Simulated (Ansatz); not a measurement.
A calculation with Ansatz (development build ahead of 0.2.0).

```yaml
crystal:
  periodic: [false, false, false]
  atoms:
    - { symbol: C, position_ang: [0.0, 0.0, -0.54864] }
    - { symbol: O, position_ang: [0.0, 0.0, 0.8439] }
    - { symbol: H, position_ang: [0.0, -1.11298, -1.15312] }
    - { symbol: H, position_ang: [-0.96387, 0.55649, -1.15312] }
    - { symbol: H, position_ang: [0.96387, 0.55649, -1.15312] }
basis:
  gaussian: { orbitals: cc-pVTZ }
total_charge: -1
hamiltonian:
  xc: hf
```

The input is written out in the form of the current development build from the run's settings.

Output:

| Quantity | Value |
| --- | --- |
| Converged | yes |
| Total energy | -114.40996 hartree |
| Spin squared of the determinant | 0.000 |

Caution: no diffuse functions for an anion.
